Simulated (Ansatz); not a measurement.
Geometry optimisation, RHF/def2-SVP (Ansatz).

Input file:

```yaml
crystal:
  periodic: [false, false, false]
  atoms:
    - { symbol: C, position_ang: [1.3274, -0.2658, 0.1428] }
    - { symbol: C, position_ang: [0.2911, 0.645, -0.1267] }
    - { symbol: C, position_ang: [-1.1753, 0.2907, -0.159] }
    - { symbol: "N", position_ang: [-2.05993, 1.12276, -0.41488] }
    - { symbol: H, position_ang: [2.3147, 0.1054, 0.1107] }
    - { symbol: H, position_ang: [1.1077, -1.2526, 0.347] }
    - { symbol: H, position_ang: [0.5436, 1.6911, -0.3344] }
    - { symbol: H, position_ang: [-1.33026, -0.75022, 0.04698] }
    - { symbol: H, position_ang: [-1.7953, 2.03863, -0.64267] }
basis:
  gaussian: { orbitals: def2-SVP }
hamiltonian:
  xc: hf
relax:
  f_tol: 0.015
  max_steps: 40
```

Run as:

```bash
$ ansatz run input.yaml --threads 1 --pin off --max-ram 2048MiB --backend cpu --events-out ev --progress --plain --runs-dir out
```

**Question.** Where does it end, and by what steps?

**Answer.** The forces met the threshold. After 6 steps the energy has fallen by 0.450 eV; C1 moved furthest, 0.08 Å.

```
step  energy less start (eV)  largest force component (eV/Å)  accepted
   0                  0.0000                           5.082       yes
   1                 -0.3774                           1.409       yes
   2                 -0.3789                           1.337       yes
   3                 -0.4481                           0.232       yes
   4                 -0.4495                           0.126       yes
   5                 -0.4501                           0.018       yes
   6                 -0.4501                           0.003       yes
```

```xyz
9
Properties=species:S:1:pos:R:3
C 1.276 -0.207 0.124
C 0.314 0.664 -0.143
C -1.117 0.300 -0.168
N -2.077 1.067 -0.414
H 2.318 0.084 0.137
H 1.056 -1.246 0.341
H 0.560 1.699 -0.357
H -1.342 -0.744 0.051
H -1.763 2.008 -0.602
```

Time of the run: 13 s on 1 thread of Intel(R) Xeon(R) Platinum 8488C (Sapphire Rapids), with other jobs on the host, peak memory 0.16 GiB.
